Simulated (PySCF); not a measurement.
## Diatomics with 25 electrons

r²SCAN in PySCF with def2-TZVPPD on every atom, for the lowest determinant that a PBE0 search found; no spin–orbit coupling. All have 25 electrons, 13 of them in the valence shells, and the same state, a doublet (π ↑). For ions De leads to the atom and ion picked by measured ionisation energies and electron affinities.

| species | difference of nuclear charges | Re (Å) | ωe (cm⁻¹) | k (mdyn/Å) | De (eV) | dissociates to |
| --- | --- | --- | --- | --- | --- | --- |
| PF⁻ | 6 | 1.709 | 633 | 2.78 | 1.96 | P + F⁻ |
| SO⁻ | 8 | 1.574 | 908 | 5.17 | 4.58 | S⁻ + O |
| SF | 7 | 1.606 | 836 | 4.91 | 3.75 | S + F |
| ClF⁺ | 8 | 1.541 | 938 | 6.38 | 3.27 | Cl⁺ + F |

Task: Which member of the whole set has the stiffest bond, and how does it compare with the softest?

Result: ClF⁺ with k = 6.38 mdyn/Å, 2.3 times that of PF⁻.

For an ion De counts to the pair picked by the measured ionisation energies or electron affinities, which need not be the lowest pair at this level. The highest Kohn–Sham level is positive in some of these anions. Much of that is self-interaction error, but it also means that the finite basis helps to hold the extra electron. States were picked by a PBE0 search and need not be the measured ground states.
